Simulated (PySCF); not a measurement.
Species: C₄H₇Cl₂ (doublet state).
Cartesian coordinates in Å at the GFN2-xTB level; atoms count from 1:
```
atom  x, y, z in Å
C1     1.3383   -0.4403   -0.3108
C2     0.1064    0.1653    0.3600
C3    -0.1296    1.5402   -0.1373
Cl4   -1.0508    2.6235    0.7813
C5    -1.1411   -0.7001    0.0831
Cl6   -0.9966   -2.3028    0.8493
H7     1.2175   -0.4449   -1.3914
H8     1.4812   -1.4619    0.0301
H9     2.2235    0.1381   -0.0624
H10    0.2531    0.1891    1.4455
H11   -0.0061    1.7931   -1.1749
H12   -2.0345   -0.2332    0.4965
H13   -1.2656   -0.8656   -0.9868
```

The hyperfine couplings belong to this conformer and change with its torsions.

The species is `C[C@@H]([CH]Cl)CCl` [radical].

Theory: PySCF, UKS B3LYP, pcH-1 on C Cl H, non-relativistic, mean-field spin-orbit, GIAO. Geometry: GFN2-xTB, one conformer, isolated molecule. A GFN2-xTB geometry isn't a minimum of the functional, and hyperfine couplings can be far from their values at a DFT geometry. No stability test was run, so a lower SCF solution isn't excluded.

Question: What is the g tensor, term by term?

Answer: 
| Δg (ppt) | 1 | 2 | 3 |
| --- | --- | --- | --- |
| relativistic mass correction | -0.18 | -0.18 | -0.18 |
| gauge correction | 0.00 | 0.04 | 0.04 |
| orbital Zeeman/spin–orbit | -0.37 | 5.35 | 7.10 |
| total | -0.56 | 5.21 | 6.95 |

So g = 2.00176, 2.00752, 2.00927 and g_iso = 2.00619; the tensor is rhombic: the two nearest values differ by 23 % of g3 − g1. Axes: g2 points within 14° of the C3–Cl4 bond.

Question: What effective moment and Curie constant follow for a powder?

Answer: With the mean of g² = 4.0248 and S(S+1) = 0.75: μ_eff = √(⟨g²⟩S(S+1)) = 1.737 μB and χT = 0.12505·⟨g²⟩·S(S+1) = 0.377 cm³ K/mol (cgs; spin-Hamiltonian part alone).

Question: At 9.634 GHz, how far is the centre of the isotropic spectrum from where a free electron (g = 2.002319) resonates?

Answer: B = hν/(g μB) with μB/h = 13.99624 MHz/mT gives 343.77 mT for the free electron and 343.10 mT at g_iso, 0.66 mT lower.

Question: What are the electron Larmor frequencies g μB B/h along the three axes at 350 mT?

Answer: 9.8060, 9.8342, 9.8428 GHz for g1, g2 and g3, a range of 36.8 MHz.

Question: In a frozen sample, at which fields do the three g values resonate at 9.5, 34, 94 and 263 GHz (hyperfine left aside), and which band first spreads them over more than twice a line width of 0.3 mT?

Answer: 
```csv
band,GHz,B(g3) mT,B(g2) mT,B(g1) mT,spread mT
X,9.5,337.81,338.10,339.08,1.27
Q,34.0,1209.01,1210.06,1213.54,4.54
W,94.0,3342.54,3345.46,3355.08,12.54
J,263.0,9352.01,9360.16,9387.10,35.09
```

The spread grows in proportion to the frequency. X band is the first where it exceeds 0.6 mT.

The Mulliken spin populations are largest on C3 (+0.93), Cl4 (+0.10) and C2 (-0.07). No atom but C3 exceeds +0.15. The angles at C3 add up to 357.3°, so it is nearly planar; its axial dipolar tensor and the negative coupling of its proton fit spin in a p orbital normal to that plane.

The HOMO–LUMO gaps are 6.50 eV among the α and 5.88 eV among the β orbitals.

On an Intel Xeon at 2.60 GHz with one thread, shared host, this took 47 s of wall time (with the writing of density and orbital grids) and 0.85 GiB of memory at its peak.
